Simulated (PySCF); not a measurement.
**BLYP/cc-pVTZ run of SiO2 (silicon dioxide molecule)**

Aim: the energy change on altering one bond length of SiO2 (silicon dioxide molecule) at BLYP/cc-pVTZ, from 2 runs. Input form: a Python script.

Program for the calculation: PySCF 2.14.0.

4 further runs of the same task are left out: 4 set aside as unsound or not needed.

## Step 1: The structure to begin with

SiO2: 3 atoms, total charge 0, spin state singlet. SMILES: `O=[Si]=O`. The coordinates come from a GFN2-xTB relaxation.

Bond lengths: O1–Si2 1.491 Å, Si2–O3 1.491 Å. Angles: O1–Si2–O3 179.9°.

## Step 2: The energy at BLYP/cc-pVTZ

File calc.py:

```python
from pyscf import gto, dft

mol = gto.Mole()
mol.atom = [
    ('O', (0.691230, 1.217290, 0.513740)),
    ('Si', (-0.000730, 0.000440, -0.000160)),
    ('O', (-0.690510, -1.217740, -0.513580)),
]
mol.max_memory = 1860
mol.basis = 'cc-pvtz'
mol.verbose = 3
mol.spin = 0
mol.build()

mf = dft.RKS(mol)
mf.xc = 'blyp'
mf.grids.level = 5
mf.conv_tol = 1e-10
mf.kernel()
if not mf.converged:
    mf = mf.newton().run(mf.mo_coeff, mf.mo_occ)

e_tot = mf.e_tot
print('E(%s) = %.9f' % ('BLYP', e_tot))
```

Started as:

```console
$ OMP_NUM_THREADS=1 python calc.py
```

Output:

```text
converged SCF energy = -440.0152278019
E(BLYP) = -440.015227802
```

It took 8.7 s on 1 thread of Arm Neoverse V2, shared host; peak memory 0.45 GiB.

## Step 3: The distorted shape, same level

File job.py:

```python
from pyscf import gto, dft

molecule = gto.M(
    atom='O 0.898801 1.582314 0.667897; Si -0.000730 0.000440 -0.000160; O -0.690510 -1.217740 -0.513580',
    max_memory=1860,
    verbose=4,
    basis='cc-pvtz',
    charge=0,
    spin=0,
)

mf = dft.RKS(molecule, xc='blyp')
mf.grids.level = 5
mf.conv_tol = 1e-10
mf.kernel()
if not mf.converged:
    mf = mf.newton().run(mf.mo_coeff, mf.mo_occ)

etot = mf.e_tot
print('E = %.10f Eh' % etot)
```

Started as:

```console
$ OMP_NUM_THREADS=1 python job.py
```

Output:

```text
PySCF version 2.14.0

[INPUT] num. atoms = 3
[INPUT] num. electrons = 30
[INPUT] charge = 0
[INPUT] spin (= nelec alpha-beta = 2S) = 0
[INPUT] symmetry False subgroup None
[INPUT] Mole.unit = angstrom
[INPUT] Symbol           X                Y                Z      unit          X                Y                Z       unit  Magmom
[INPUT]  1 O      0.898801000000   1.582314000000   0.667897000000 AA    1.698487730485   2.990140103065   1.262142409419 Bohr   0.0
[INPUT]  2 Si    -0.000730000000   0.000440000000  -0.000160000000 AA   -0.001379500071   0.000831479495  -0.000302356180 Bohr   0.0
[INPUT]  3 O     -0.690510000000  -1.217740000000  -0.513580000000 AA   -1.304874786273  -2.301195090928  -0.970525543054 Bohr   0.0

nuclear repulsion = 80.1970305011531
number of shells = 27
number of NR pGTOs = 143
number of NR cGTOs = 94
basis = cc-pvtz
ecp = {}

******** <class 'pyscf.dft.rks.RKS'> ********
method = RKS
initial guess = minao
damping factor = 0
level_shift factor = 0
DIIS = <class 'pyscf.scf.diis.CDIIS'>
diis_start_cycle = 1
diis_space = 8
diis_damp = 0
SCF conv_tol = 1e-10
SCF conv_tol_grad = None
SCF max_cycles = 50
direct_scf = True
direct_scf_tol = 1e-13
XC library pyscf.dft.libxc version 7.0.0
    S. Lehtola, C. Steigemann, M. J.T. Oliveira, and M. A.L. Marques.,  SoftwareX 7, 1–5 (2018)
XC functionals = blyp
    A. D. Becke.,  Phys. Rev. A 38, 3098 (1988)
    C. Lee, W. Yang, and R. G. Parr.,  Phys. Rev. B 37, 785 (1988)
    B. Miehlich, A. Savin, H. Stoll, and H. Preuss.,  Chem. Phys. Lett. 157, 200 (1989)
radial grids:
    Treutler-Ahlrichs [JCP 102, 346 (1995); DOI:10.1063/1.469408] (M4) radial grids

becke partition: Becke, JCP 88, 2547 (1988); DOI:10.1063/1.454033
pruning grids: <function nwchem_prune>
grids dens level: 5
symmetrized grids: False
atomic radii adjust function: <function treutler_atomic_radii_adjust>
small_rho_cutoff = 0
Set gradient conv threshold to 1e-05
Initial guess from minao.
tot grids = 129512
init E= -440.007551520772
  HOMO = -0.359281180935342  LUMO = -0.208747481092484  gap/eV = 4.09623
cycle= 1 E= -439.373058332091  delta_E= 0.634  |g|=  1.6  |ddm|= 1.65
  HOMO = -0.0771101564817181  LUMO = -0.0265449654490428  gap/eV = 1.37595
cycle= 2 E= -433.394340469054  delta_E= 5.98  |g|= 4.22  |ddm|= 2.92
  HOMO = -0.206217269928144  LUMO = -0.147809055046883  gap/eV = 1.58937
cycle= 3 E= -438.401057389192  delta_E= -5.01  |g|= 2.58  |ddm|= 2.77
  HOMO = -0.257661154282603  LUMO = -0.16734668537816  gap/eV = 2.45758
cycle= 4 E= -439.915086415144  delta_E= -1.51  |g|= 0.298  |ddm|= 1.22
  HOMO = -0.263969570508297  LUMO = -0.203647727468084  gap/eV = 1.64144
cycle= 5 E= -439.934025829653  delta_E= -0.0189  |g|= 0.175  |ddm|= 0.321
  HOMO = -0.260189729838866  LUMO = -0.19346843886596  gap/eV = 1.81558
cycle= 6 E= -439.94227826501  delta_E= -0.00825  |g|= 0.0139  |ddm|= 0.106
  HOMO = -0.26112876343245  LUMO = -0.192766305027472  gap/eV = 1.86024
cycle= 7 E= -439.942295031645  delta_E= -1.68e-05  |g|= 0.0138  |ddm|= 0.0173
  HOMO = -0.260178977591163  LUMO = -0.192334365507381  gap/eV = 1.84615
cycle= 8 E= -439.942340846363  delta_E= -4.58e-05  |g|= 0.00163  |ddm|= 0.00722
  HOMO = -0.260297862275356  LUMO = -0.192442963086378  gap/eV = 1.84643
cycle= 9 E= -439.942341290586  delta_E= -4.44e-07  |g|= 0.000802  |ddm|= 0.00101
  HOMO = -0.260337085502323  LUMO = -0.192452738560553  gap/eV = 1.84723
cycle= 10 E= -439.942341451427  delta_E= -1.61e-07  |g|= 9.26e-05  |ddm|= 0.000476
  HOMO = -0.260331483155251  LUMO = -0.192449024682814  gap/eV = 1.84718
cycle= 11 E= -439.942341453188  delta_E= -1.76e-09  |g|= 3.34e-05  |ddm|= 5.48e-05
  HOMO = -0.260332138357779  LUMO = -0.192448617478105  gap/eV = 1.84720
cycle= 12 E= -439.942341453467  delta_E= -2.79e-10  |g|= 3.9e-06  |ddm|= 1.75e-05
  HOMO = -0.260332437670556  LUMO = -0.192448818939079  gap/eV = 1.84721
cycle= 13 E= -439.942341453469  delta_E= -2.27e-12  |g|= 5.02e-07  |ddm|= 2.15e-06
  HOMO = -0.260332600174067  LUMO = -0.19244886970816  gap/eV = 1.84721
Extra cycle  E= -439.942341453466  delta_E= 3.64e-12  |g|= 2.87e-06  |ddm|= 1.63e-06
converged SCF energy = -439.942341453466
E = -439.9423414535 Eh
```

It took 9.9 s on 1 thread of Arm Neoverse V2, shared host; peak memory 0.45 GiB.

## Step 4: Results

Level: BLYP/cc-pVTZ.

| quantity | value |
| --- | --- |
| first shape: total energy | -440.01523 Eh |
| first shape: dipole moment | 0.01 D |
| first shape: HOMO energy | -8.16 eV |
| first shape: LUMO energy | -4.08 eV |
| first shape: HOMO–LUMO gap | 4.08 eV |
| distorted shape: total energy | -439.94234 Eh |
| distorted shape: dipole moment | 0.92 D |
| distorted shape: HOMO energy | -7.08 eV |
| distorted shape: LUMO energy | -5.24 eV |
| distorted shape: HOMO–LUMO gap | 1.85 eV |
| energy change with the O1–Si2 bond stretched from 1.491 to 1.938 Å | 1.983 eV |

What this shows: With the O1–Si2 bond stretched from 1.491 to 1.938 Å the energy rises by 1.98 eV (191 kJ/mol). The first shape isn't relaxed at this level, so the change isn't measured from a minimum. Mulliken charges (distorted shape) run from -0.42 on O1 to +0.72 on Si2.
